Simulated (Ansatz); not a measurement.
The same path of CH6Si (8 atoms, charge 0, multiplicity 1) was run twice with different band settings. Lost on the way: Si1–H2, Si1–C3. Made: H2–C3.

Level of theory: RKS B3LYP-D4/def2-SVP (Ansatz).

Relaxed end points:

```xyz
8
Properties=species:S:1:pos:R:3
Si 0.170 -0.023 0.339
H -0.251 -0.294 1.746
C 2.051 0.026 0.205
H 2.490 -0.936 0.514
H 2.366 0.228 -0.831
H 2.469 0.815 0.849
H -0.422 1.282 -0.084
H -0.393 -1.097 -0.533
```

```xyz
8
Properties=species:S:1:pos:R:3
Si -0.866 -0.021 0.420
H 1.148 -0.100 1.164
C 2.095 -0.023 0.574
H 2.555 -1.020 0.557
H 1.913 0.330 -0.448
H 2.730 0.694 1.113
H -0.575 1.170 -0.497
H -0.519 -1.029 -0.679
```

Common settings: movable images 9; climbing image yes; spring 5.0 eV/Å²; optimiser quadratic models (default); force threshold 0.03 eV/Å; iteration limit 60; end points relaxed.

| run | start path |
| --- | --- |
| 1 | through a guess of the saddle point |
| 2 | straight line |

**Question.** What does each run give, and how far can it be trusted?

**Answer.** Run 1: converged after 17 iterations, highest image 3.067 eV above the first end. A vibrational analysis at the climbing image gives one clearly imaginary mode, 1207i cm⁻¹: a first-order saddle point.
Run 2: converged after 8 iterations, highest image 3.068 eV above the first end. Another band between the same ends (9 images) ends at a top of the same energy, where a vibrational analysis finds 1 clearly imaginary mode.
The orbitals stay closed-shell, which can raise the energy where a bond breaks towards radicals; this wasn't checked here.
